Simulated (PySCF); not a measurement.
Excitations are Tamm–Dancoff values on a coarser integration grid. The basis has no diffuse functions, so Rydberg states are missing or too high.

Species: Cl$_{4}$Si, SMILES `Cl[Si](Cl)(Cl)Cl` (charge 0, multiplicity 1).

Task: Predict the T1 excitation (TDA), S1 excitation (TDA) and HOMO–LUMO gap from TPSSh-D3(BJ)/def2-TZVP // CAM-B3LYP-D3(BJ)/def2-TZVP run with PySCF.

Result: 
| Item | Result |
|---|---|
| T1 excitation (TDA) | 6.92 eV |
| S1 excitation (TDA) | 7.31 eV |
| HOMO–LUMO gap | 7.82 eV |
